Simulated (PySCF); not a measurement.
## Relaxing a trial structure of HOSi2−

The starting geometry of this gas-phase singlet was optimised with GFN2-xTB.

```xyz
4

O    -3.7102   -1.9546   -0.5249
Si   -3.1869   -0.9930    0.5560
Si   -2.8682   -1.6490    2.5922
H    -2.8763    0.4460    0.0264
```

Predict what it relaxes into with PBE0-D4/def2-SVPD.

A new bond forms, giving a structure given below by its coordinates. Distances that change by over a tenth: Si2–H4 (1.56 → 1.95 Å). Contacts that close: Si3–H4 (3.31 → 1.61 Å).

The energy falls by 1.12 eV over 17 steps:

```csv
step,E − E(last) (eV)
1,1.118
3,0.942
5,0.865
6,0.483
8,0.366
10,0.017
12,0.003
13,0.002
15,0.000
17,0.000
```

Final geometry (Å):

```xyz
4

O    -3.8240   -1.9613   -1.0445
Si   -3.3681   -1.5725    0.4009
Si   -2.6990   -0.8117    2.2908
H    -2.7291    0.1663    1.0119
```

The end wasn't checked by frequencies. Run with PySCF 2.14.0, 39 s on 2 threads of Intel(R) Xeon(R) 6975P-C (Granite Rapids), with other jobs on the host.
